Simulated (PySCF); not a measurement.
HCF2CH2OH, C₂H₄F₂O.
SMILES: `OCC(F)F`

The calculation used EOM-IP-CCSD/aug-cc-pVDZ in PySCF, restricted Hartree–Fock reference, 5 core orbitals frozen, non-relativistic, gas phase, PBE0-D3(BJ)/def2-SVP geometry.

Hartree–Fock orbital energies give these Koopmans values (eV): HOMO 12.75, HOMO-1 14.21, HOMO-2 15.36, HOMO-3 16.82, HOMO-4 17.45, HOMO-5 17.54, HOMO-6 18.50, HOMO-7 18.72.

Task: What vertical ionisation energies does EOM-IP-CCSD give?

Result: 
| leading hole (HF orbital) | Koopmans (eV) | EOM-IP-CCSD (eV) | change (eV) | one-hole share |
| --- | --- | --- | --- | --- |
| HOMO | 12.75 | 11.20 | -1.55 | 0.96 |
| HOMO-1 | 14.21 | 12.82 | -1.39 | 0.96 |
| HOMO-2 | 15.36 | 13.75 | -1.61 | 0.96 |
| HOMO-3 | 16.82 | 14.80 | -2.02 | 0.95 |
| HOMO-5 | 17.54 | 15.28 | -2.26 | 0.95 |
| HOMO-4 | 17.45 | 15.45 | -2.00 | 0.95 |
| HOMO-6 | 18.50 | 16.11 | -2.39 | 0.95 |
| HOMO-7 | 18.72 | 16.98 | -1.74 | 0.95 |

Task: Does the order of the lines follow the orbital energies?

Result: No: the HOMO-5 hole (15.28 eV) falls below the HOMO-4 hole (15.45 eV). The corrections run from -2.39 to -1.39 eV, with a mean of -1.87 eV over the 8 lines; no line lies above its Koopmans value. Koopmans values leave out both the relaxation of the orbitals and the change in correlation energy.

Task: At what kinetic energies would He II light (40.81 eV) eject these electrons?

Result: 29.61 eV (HOMO), 27.99 eV (HOMO-1), 27.06 eV (HOMO-2), 26.01 eV (HOMO-3), 25.53 eV (HOMO-5), 25.36 eV (HOMO-4), 24.70 eV (HOMO-6), 23.83 eV (HOMO-7).

Task: What total energy has the lowest final state, and which wavelength reaches it?

Result: E(CCSD) + ionisation energy = -352.76965 + 0.41160 = -352.35805 Eh, at the geometry of the initial state. The threshold wavelength is 1239.84 eV nm/11.20 eV = 110.7 nm.

One root was sought for each valence orbital with −ε under 21 eV, eight at most, so deeper holes and satellites are missing; no vibrational structure.

Shape of the structure used: `[OH:1][CH2:2][CH:3]([F:4])[F:5]`: O1–C2–C3–F4 60°, H–O1–C2–C3 -60°.

One conformer stands for the species.
